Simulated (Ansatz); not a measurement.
# One shape, several levels: SiH2O2 (SMILES O[Si]O)

We compute a comparison of 6 runs (B3LYP/6-31G*, BHLYP/aug-cc-pVDZ, PBE-QIDH/aug-cc-pVDZ, revPBE/aug-cc-pVDZ, RPA@PBE0/aug-cc-pVDZ, CCSD(T)/aug-cc-pVDZ) of SiH2O2. 

Program for the calculation: Ansatz 0.2.0.

64 further runs of the same task are left out: 64 set aside as unsound or not needed.

## 1. The molecule

SiH2O2: 5 atoms, total charge 0, spin state singlet. SMILES: `O[Si]O`. The O3–H5 distance was set to 1.440 Å, away from the relaxed value. At this shape a bond of the SMILES string is far longer than usual.

Bond lengths: O1–Si2 1.642 Å, Si2–O3 1.663 Å, O1–H4 0.964 Å. Angles: O1–Si2–O3 99.4°, Si2–O1–H4 117.5°. A long bond or contact: O3–H5 1.440 Å.

## 2. A single-point energy at B3LYP/6-31G(d) (Cartesian functions) (run 1)

job.yaml reads:

```yaml
basis:
  gaussian:
    orbitals: "6-31G*"
crystal:
  periodic: [false, false, false]
  atoms:
    - {symbol: O, position_ang: [-1.875757, -0.005298, -0.457403]}
    - {symbol: Si, position_ang: [-0.644557, -0.690998, 0.385297]}
    - {symbol: O, position_ang: [0.603443, 0.287802, -0.113803]}
    - {symbol: H, position_ang: [-1.664457, 0.749202, -1.018503]}
    - {symbol: H, position_ang: [1.901100, -0.013100, 0.433400]}
hamiltonian:
  xc: {name: B3LYP}
output: {orbitals: {seedname: orbitals}}
accuracy: high
```

Launch:

```console
$ ansatz run job.yaml --threads 1 --pin off --max-ram 3480MiB --events-out events.jsonl --progress --plain --runs-dir runs
```

The log of the run:

```text
Warning: RAYON_NUM_THREADS=1 ignored (pool sized by the plan → 1); use --threads N
Functional definition: B3LYP
  name "B3LYP"
  parameter a0 = 0.2
  parameter ax = 0.72
  parameter ac = 0.81
  exchange = (1 - a0 - ax)*slater_x + ax*b88_x + a0*exact_x
  correlation = (1 - ac)*vwn_rpa_c + ac*lyp_c
1064 factors; integrals over basis functions are off by at most 3.0e-9 eV
mean field evaluation 1: about -11993.3400 eV, gradient 7.2e1 eV
mean field evaluation 2: about -11956.2470 eV, gradient 1.5e2 eV
mean field evaluation 4: about -12002.7826 eV, gradient 1.5e1 eV
mean field evaluation 8: about -12003.1684 eV, gradient 4.3e-1 eV
mean field evaluation 16: about -12003.1689 eV, gradient 2.4e-5 eV
mean field -12003.16890250 eV, -441.1083211270 hartree, gradient 4.8e-9 eV, S^2 0.000000; 0 other end points of the search recorded, 0 dependent functions left out
reference -12003.16893314 eV, -441.1083222528 hartree; 16, 16 occupied and 37, 37 virtual orbitals, 1064 factors
Total energy: -12003.16893314 eV, -441.1083222528 hartree
```

Run time: 2.1 s. Hardware: 1 thread of Arm Neoverse V2, shared host; peak memory 0.13 GiB.

## 3. The energy at BHLYP/aug-cc-pVDZ (run 2)

Changes to job.yaml since step 2:

```diff
@@ -1,4 +1,3 @@
 basis:
-  gaussian:
-    orbitals: "6-31G*"
+  gaussian: {orbitals: aug-cc-pVDZ}
 crystal:
@@ -11,5 +10,4 @@
     - {symbol: H, position_ang: [1.901100, -0.013100, 0.433400]}
-hamiltonian:
-  xc: {name: B3LYP}
+hamiltonian: {xc: {name: BHLYP}}
+accuracy: high
 output: {orbitals: {seedname: orbitals}}
-accuracy: high
```

Launch:

```console
$ ansatz run job.yaml --threads 1 --pin off --max-ram 3480MiB --events-out events.jsonl --progress --plain --runs-dir runs
```

The log of the run:

```text
Warning: RAYON_NUM_THREADS=1 ignored (pool sized by the plan → 1); use --threads N
Functional definition: BHLYP
  name "BHLYP"
  parameter a = 0.5
  exchange = (1 - a)*b88_x + a*exact_x
  correlation = lyp_c
1807 factors; integrals over basis functions are off by at most 3.2e-9 eV
mean field evaluation 1: about -11993.0090 eV, gradient 6.7e1 eV
mean field evaluation 2: about -11977.5914 eV, gradient 1.1e2 eV
mean field evaluation 4: about -12001.6515 eV, gradient 7.5e0 eV
mean field evaluation 8: about -12001.7562 eV, gradient 1.6e-1 eV
mean field evaluation 16: about -12001.7563 eV, gradient 2.3e-5 eV
mean field -12001.75632061 eV, -441.0564096997 hartree, gradient 3.7e-8 eV, S^2 0.000000; 0 other end points of the search recorded, 0 dependent functions left out
reference -12001.75634809 eV, -441.0564107095 hartree; 16, 16 occupied and 75, 75 virtual orbitals, 1807 factors
Total energy: -12001.75634809 eV, -441.0564107095 hartree
```

Wall time 5.7 s (1 thread of Arm Neoverse V2, shared host); peak memory 0.26 GiB.

Runs 3 to 4 aren't shown in full; the table further down has their settings and results.

## 4. The energy at RPA@PBE0/aug-cc-pVDZ (run 5)

molecule.yaml reads:

```yaml
crystal:
  periodic: [false, false, false]
  atoms:
    - {symbol: O, position_ang: [-1.875757, -0.005298, -0.457403]}
    - {symbol: Si, position_ang: [-0.644557, -0.690998, 0.385297]}
    - {symbol: O, position_ang: [0.603443, 0.287802, -0.113803]}
    - {symbol: H, position_ang: [-1.664457, 0.749202, -1.018503]}
    - {symbol: H, position_ang: [1.901100, -0.013100, 0.433400]}
basis:
  gaussian:
    orbitals: aug-cc-pVDZ
hamiltonian:
  xc: {name: PBE0}
correlation:
  method: rpa
  frozen_orbitals: {H: 0, O: 1, Si: 5}
accuracy: high
```

Launch:

```console
$ ansatz run molecule.yaml --threads 1 --pin off --max-ram 3480MiB --events-out events.jsonl --progress --plain --runs-dir runs
```

The log of the run, cut to the lines that bear on the results:

```text
Warning: RAYON_NUM_THREADS=1 ignored (pool sized by the plan → 1); use --threads N
Functional definition: PBE0
  name "PBE0"
[...]
1807 factors; integrals over basis functions are off by at most 3.2e-9 eV
[...]
mean field -11996.23426227 eV, -440.8534777987 hartree, gradient 2.0e-8 eV, S^2 0.000000; 0 other end points of the search recorded, 0 dependent functions left out
7 core orbitals not correlated: weight in the atoms' cores, before any rotation towards them, 1.000 or more for the frozen orbitals, at most 0.000 for the correlated occupied ones
reference -11967.08878392 eV, -439.7824012250 hartree; 9, 9 occupied and 75, 75 virtual orbitals, 1807 factors
Total energy: -11986.41938299 eV, -440.4927876379 hartree
```

Wall time 8.7 s (1 thread of Arm Neoverse V2, shared host); peak memory 0.31 GiB.

## 5. The energy at CCSD(T)/aug-cc-pVDZ (run 6)

Changes to molecule.yaml since step 4:

```diff
@@ -11,7 +11,7 @@
     orbitals: aug-cc-pVDZ
-hamiltonian:
-  xc: {name: PBE0}
 correlation:
-  method: rpa
+  method: ccsd_t
   frozen_orbitals: {H: 0, O: 1, Si: 5}
 accuracy: high
+scf:
+  omitted_lower_state_checks: [cluster_reference, increment]
```

Launch:

```console
$ ansatz run molecule.yaml --threads 1 --pin off --max-ram 3480MiB --events-out events.jsonl --progress --plain --runs-dir runs
```

The log of the run, cut to the lines that bear on the results:

```text
Warning: RAYON_NUM_THREADS=1 ignored (pool sized by the plan → 1); use --threads N
Functional definition: HF
  name "HF"
[...]
1807 factors; integrals over basis functions are off by at most 3.2e-9 eV
[...]
mean field -11967.60546408 eV, -439.8013888705 hartree, gradient 2.0e-8 eV, S^2 0.000000; 0 other end points of the search recorded, 0 dependent functions left out; unrestricted orbitals would lower it
7 core orbitals not correlated: weight in the atoms' cores, before any rotation towards them, 1.000 or more for the frozen orbitals, at most 0.000 for the correlated occupied ones
reference -11967.60546408 eV, -439.8013888705 hartree; 9, 9 occupied and 75, 75 virtual orbitals, 1807 factors
second order -14.02670430 eV of doubles, -0.00000000 eV of singles
cycle   1  -13.83246266 eV  change    1.9e-1 eV  update   1.2e-1
[...]
cycle  25  -14.44323938 eV  change    1.1e-9 eV  update   1.4e-9
perturbative correction -0.51706147 eV, -0.0190016587 hartree
Total energy: -11982.56576493 eV, -440.3511697866 hartree
Checks for a lower state left out: cluster_reference, increment
```

Run time: 14 s. Hardware: 1 thread of Arm Neoverse V2, shared host; peak memory 0.56 GiB.

## 6. Overview of the runs

```
run                               level  Cartesian functions  frozen core orbitals  energy (Eh)  HOMO energy (eV)  LUMO energy (eV)  HOMO–LUMO gap (eV)  wall time
  1  B3LYP/6-31G* (Cartesian functions)                  yes                     –  -441.108322             -6.58             -2.39                4.19      2.1 s
  2                   BHLYP/aug-cc-pVDZ                   no                     –  -441.056411             -8.05             -1.63                6.42      5.7 s
  3                PBE-QIDH/aug-cc-pVDZ                   no                     7  -440.712075             -8.72             -0.74                7.97      7.5 s
  4                  revPBE/aug-cc-pVDZ                   no                     –  -441.037653             -5.88             -3.59                2.28      5.1 s
  5                RPA@PBE0/aug-cc-pVDZ                   no                     7  -440.492788                 –                 –                   –      8.7 s
  6                 CCSD(T)/aug-cc-pVDZ                   no                     7  -440.351170                 –                 –                   –       14 s
```

## 7. Outcome

```
                                          quantity          value
                               run 6: total energy  -440.35117 Eh
run 6: correlation energy (7 core orbitals frozen)     -549.8 mEh
                             run 6: (T) correction     -19.00 mEh
                              run 6: T1 diagnostic          0.020
```

Over runs 1, 2, 3, 4 the HOMO–LUMO gap runs from 2.28 eV (revPBE/aug-cc-pVDZ) to 7.97 eV (PBE-QIDH/aug-cc-pVDZ). A double hybrid's value is that of its SCF part. Totals of different functionals can't be ranked against each other. In run 6 the log says that unrestricted orbitals would lower the reference, so the values rest on an unstable closed-shell determinant (other closed-shell runs at this shape may share the fault). All runs together took 43 s, the longest 14 s.
